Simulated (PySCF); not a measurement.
**C₅H₅F: geometry, NMR shifts, spin-spin couplings, electronic excitations and core binding energies**

What NMR shifts, spin-spin couplings, electronic excitations and core binding energies should C₅H₅F (`C#C[C@@H]1C[C@@H]1F`) show?

The runs use PySCF 2.14.0, with density-fitted response routines of our own; the level of theory stands in each step. All values are computed, except where a source is named. Atoms count from 0, in the outputs and in this text.

### Step 1. The starting structure

11 atoms, charge 0, multiplicity 1; geometry from: GFN2-xTB.

Bonds of the start (Å): C0–C1 1.20, C1–C2 1.43, C2–C3 1.51, C3–C4 1.49, C4–F5 1.36, C4–C2 1.51, C0–H6 1.05, C2–H7 1.08, C3–H8 1.08, C3–H9 1.08, C4–H10 1.08.

### Step 2. Relaxing the molecule at PBE0-D3(BJ)/def2-SVP

Job settings and geometry (Å):

```
{"job": {"xc": "PBE0", "basis": "def2-SVP", "d3": "d3bj", "grid": 1, "kind": "geom"}, "charge": 0, "multiplicity": 1}
C      1.918387    -1.485452    -0.540659
C      1.218576    -0.554442    -0.262917
C      0.361170     0.540421     0.064210
C     -0.832299     0.296875     0.962845
C     -1.041044     0.583535    -0.484405
F     -1.466821    -0.430497    -1.285044
H      2.541873    -2.292336    -0.784159
H      0.873353     1.492070     0.151284
H     -1.103477     1.050059     1.685782
H     -0.996780    -0.719707     1.286017
H     -1.467514     1.522143    -0.818918
```

**Question.** This job is followed by: GIAO PBE0/pcSseg-1 NMR shielding, non-relativistic, gas phase; B3LYP/pcJ-1 indirect spin-spin coupling, non-relativistic, gas phase; TDDFT B3LYP/def2-SVPD, vertical, gas phase, core orbitals frozen in the response; GIAO KT3/pcSseg-2 NMR shielding, non-relativistic, gas phase; delta-SCF UKS SCAN, pcX-2 on the ionised atom, pcseg-1 elsewhere, spin-free X2C. What will the session give for the following? point group; rotational constants (main isotopes); ¹³C shifts against TMS (PBE0/pcSseg-1); ¹H shifts against TMS (PBE0/pcSseg-1); ¹⁹F shifts against CFCl3 (PBE0/pcSseg-1); largest coupling of the table (B3LYP/pcJ-1); lowest singlet (B3LYP/def2-SVPD); brightest single state of those computed; lowest triplet; vertical ionisation energy (ΔSCF); C1s binding energies, SCAN/pcX-2 (standing for 4 of 5 atoms); F1s binding energies, SCAN/pcX-2; range of the shift of F5.

**Answer**, as computed:

| quantity | value |
| --- | --- |
| point group | C1 |
| rotational constants (main isotopes) | 6.53, 2.89, 2.28 GHz |
| ¹³C shifts against TMS (PBE0/pcSseg-1) | 84.0, 73.7, 71.1, 16.2, 8.1 ppm |
| ¹H shifts against TMS (PBE0/pcSseg-1) | 4.15, 1.76, 1.20, 1.01, 0.85 ppm |
| ¹⁹F shifts against CFCl3 (PBE0/pcSseg-1) | -236.9 ppm |
| largest coupling of the table (B3LYP/pcJ-1) | ¹J(C,F) C4–F5, -300.7 Hz |
| lowest singlet (B3LYP/def2-SVPD) | 6.04 eV (205 nm), f = 0.002 |
| brightest single state of those computed | state 5, 7.19 eV, f = 0.077 |
| lowest triplet | 5.17 eV |
| vertical ionisation energy (ΔSCF) | 9.52 eV |
| C1s binding energies, SCAN/pcX-2 (standing for 4 of 5 atoms) | C4 293.26, C2 291.78, C3 291.16, C0 290.11 eV |
| F1s binding energies, SCAN/pcX-2 | F5 692.80 eV |
| range of the shift of F5 | -251.6 to -236.9 ppm |

What this shows: Relaxing lowered the energy by 0.054 eV in 7 steps; the close pair that moved most is C0–H6, from 1.048 to 1.074 Å. H10 (hydrogen on a three-membered-ring carbon bearing a halogen) lies farthest downfield among hydrogen, at 4.15 ppm; its carbon carries F, an electronegative neighbour. At PBE0/pcSseg-1: Shielding is most anisotropic at C1 (span 296 ppm, paramagnetic term -154 ppm). Of the pairs tabulated at B3LYP/pcJ-1, C4–F5 couples most strongly (-300.7 Hz; Fermi contact -328.0 Hz). Couplings across rotatable bonds belong to this one conformer; where others are populated, the observed values are averages. The first singlet state (HOMO→LUMO 0.79, HOMO→LUMO+2 0.11) lies at 6.04 eV and is weak; of the 10 states computed, the strongest absorption comes from state 5 at 7.19 eV. The lowest triplet lies 0.87 eV below the lowest singlet (triplets in Tamm-Dancoff, singlets in full TDDFT). ΔSCF puts the ionisation energy at 9.52 eV, 2.35 eV above −ε(HOMO). The C1s levels kept as sound span 3.15 eV, from C0 (terminal alkyne carbon) up to C4 (three-membered-ring carbon bearing a halogen). Only 4 of the 5 C atoms are covered by sound results. In ppm, F5 moves most: its shift spreads over 14.8 ppm, from -251.6 (KT3/pcSseg-2) to -236.9 (PBE0/pcSseg-1).
